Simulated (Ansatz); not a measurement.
Process, species as SMILES: [O]N=O → N atom + 2 O atom
B3LYP-D3(BJ)/def2-TZVP geometries, fixed; electronic energies without zero-point terms.

How fast the atomisation energy converges with the basis for several methods (Ansatz, a quantum-chemistry and plane-wave program): deviation from each method's own reference, in kcal/mol. References: B3LYP 233.42 kcal/mol, the value in aug-pcseg-3; CCSD(T) 225.19 kcal/mol, Hartree-Fock in cc-pVQZ plus the correlation part extrapolated as X^-3 from cc-pVTZ and cc-pVQZ; HF 55.48 kcal/mol, the value in def2-QZVPPD; MP2 248.14 kcal/mol, Hartree-Fock in cc-pVQZ plus the correlation part extrapolated as X^-3 from cc-pVTZ and cc-pVQZ; PBE 270.13 kcal/mol, the value in aug-pcseg-3; wB97M-V 230.25 kcal/mol, the value in aug-pcseg-3. Cartesian d functions, on some or all atoms, in 6-31G**, 6-31+G*; all else is spherical. In correlated methods cores are frozen. Open shells are unrestricted. No added dispersion term, no relativity. Functionals ending in -V hold VV10 correlation. 

| basis | functions | B3LYP | CCSD(T) | HF | MP2 | PBE | wB97M-V |
|---|---|---|---|---|---|---|---|
| pcseg-1 | 42 | -7.91 | -35.95 | -11.15 | -35.83 | -6.73 | -8.18 |
| 6-31G** | 45 | -3.77 | -33.13 | -8.13 | -34.17 | -1.92 | -2.83 |
| 6-31+G* | 57 | -7.19 | -32.94 | -8.17 | -33.09 | -6.46 | -6.82 |
| aug-pcseg-1 | 69 | -3.86 | -26.08 | -1.47 | -25.04 | -3.15 | -3.55 |
| pcseg-2 | 90 | -1.29 | -12.45 | -0.55 | -13.05 | -1.03 | -1.33 |
| cc-pVTZ | 90 | -0.96 | -13.47 | -1.08 | -14.19 | -0.35 | -0.74 |
| jun-cc-pV(T+d)Z | 117 | -1.80 | -12.05 | -0.94 | -12.38 | -1.74 | -2.02 |
| aug-cc-pVTZ | 138 | -1.73 | -10.50 | -0.93 | -10.75 | -1.65 | -1.93 |
| aug-pcseg-2 | 138 | -0.70 | -10.57 | 0.21 | -10.95 | -0.64 | -0.77 |
| cc-pVQZ | 165 | 0.10 | -5.21 | 0.05 | -5.51 | 0.48 | 0.10 |
| def2-QZVPP | 171 | -0.79 | -5.30 | -0.12 | -5.56 | -0.83 | -0.84 |
| pcseg-3 | 180 | -0.15 | -3.22 | 0.98 | -3.35 | -0.20 | -0.17 |

Mean absolute deviation over pcseg-2, cc-pVTZ, jun-cc-pV(T+d)Z, aug-cc-pVTZ, aug-pcseg-2: HF 0.74, PBE 1.08, B3LYP 1.30, wB97M-V 1.36, CCSD(T) 11.81, MP2 12.26 kcal/mol.
